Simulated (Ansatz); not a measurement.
**bcc Ti (high-temperature phase)**

All values below come from LDA (Ansatz, a program for electronic structure, PAW).

Settings: plane-wave cutoff 500 eV, 32×32×32 k mesh, Fermi–Dirac smearing 0.1 eV, no spin polarisation, scalar-relativistic PAW data made under PBE.

Cell (relaxed at this level):

```cif
data_Ti
_chemical_formula_sum 'Ti1'
_space_group_name_H-M_alt 'P 1'
_space_group_IT_number 1
_cell_length_a 2.74416
_cell_length_b 2.74416
_cell_length_c 2.74416
_cell_angle_alpha 109.471
_cell_angle_beta 109.471
_cell_angle_gamma 109.471
loop_
_space_group_symop_operation_xyz
  'x, y, z'
loop_
_atom_site_label
_atom_site_type_symbol
_atom_site_fract_x
_atom_site_fract_y
_atom_site_fract_z
_atom_site_occupancy
Ti1 Ti 0.00000 0.00000 0.00000 1
```

```
Quantity         Result
--------  -------------
band gap  zero (no gap)
```

Note: symmetry holds this phase in the static calculation, where it need not be a minimum; held by symmetry at 0 K, a high-temperature phase can be a saddle point; the volume lies 10 % below that of the published cell.

The computed numbers hold no vibrational or temperature effects.

Computing time: about 70 core-seconds (a rough figure).
